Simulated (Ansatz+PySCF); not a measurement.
The numbers below are computed, except where a source is named.
# Several solutions for singlet N2

```xyz
2

N     0.0000    0.0000   -0.9331
N     0.0000    0.0000    0.9331
```

Basis set: STO-3G (spherical functions). Charge 0, multiplicity 1.

PBE0 (unrestricted) was run from several starts with Ansatz (development build ahead of 0.2.0) and PySCF 2.14.0.

| run | program | start | converged | energy (hartree) | <S²> |
| --- | --- | --- | --- | --- | --- |
| A | Ansatz | atomic start, no search | yes | -107.59967 | 0.00 |
| B | Ansatz | stability test followed | yes | -107.73314 | 2.09 |
| C | PySCF | program defaults | yes | -107.59967 | 0.00 |
| D | Ansatz | search for the lowest state | yes | -107.73314 | 2.09 |

Task: Which runs reached the lowest solution of this kind, and what is wrong with the others?

Result: B, D reached the lowest solution found. Converged but too high: A by 3.63 eV, C by 3.63 eV. Convergence only shows a stationary point, and even a stable one can lie too high; stability tests and further starts are what find lower ones. Caution: the unrestricted determinant is a mixture of spin states.
